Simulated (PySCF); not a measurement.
Consider `O=CO` (CH2O2). Non-hydrogen atoms are numbered in `[O:1]=[CH:2][OH:3]`.

Energies: ωB97X-D3(BJ)/ma-def2-TZVP (PySCF, density fitting, integration grid level 2) on PBE0-D3(BJ)/def2-SVP structures. ωB97X-D3(BJ) is ωB97X-V with D3(BJ) in place of VV10. Thermal corrections: PBE0-D3(BJ)/def2-SVP frequencies, unscaled, ideal gas at 298.15 K and 1 bar, quasi-RRHO entropy.

(1) What are the vertical and the adiabatic ionisation energy for forming the radical cation?

(2) Where does the unpaired spin of the relaxed radical cation sit?

(3) What oxidation potential follows in acetonitrile (IEF-PCM), given that Fc+/Fc comes at 4.54 V absolute with this functional and basis?

(4) How far is −ε(HOMO) from the vertical value by ΔSCF?

Answers

(1) 11.50 eV vertical and 11.21 eV adiabatic, the latter with zero-point energy.

(2) O1 (carboxyl C=O oxygen) 0.95 (intrinsic atomic orbital populations).

(3) In the gas phase ΔG of oxidation is 11.186 eV, and solvation is -27.6 kJ/mol for the parent and -310.7 kJ/mol for the product, so the absolute potential is 8.25 V, or 3.71 V against Fc+/Fc. Fc+/Fc in acetonitrile, 4.54 V, is ωB97X-D3(BJ)/ma-def2-TZVP on PBE0-D3(BJ)/def2-SVP structures with GFN2-xTB thermal terms. Benchmark calculations put it near 5.0 V in acetonitrile and DMSO, so it is about 0.5 V low, and the value against it can read up to that much too high. The solvent is electrostatics only, on gas-phase structures; the absolute scale refers to an electron at rest in vacuum.

(4) −ε(HOMO) = 11.18 eV, which is 0.32 eV below the ΔSCF value.
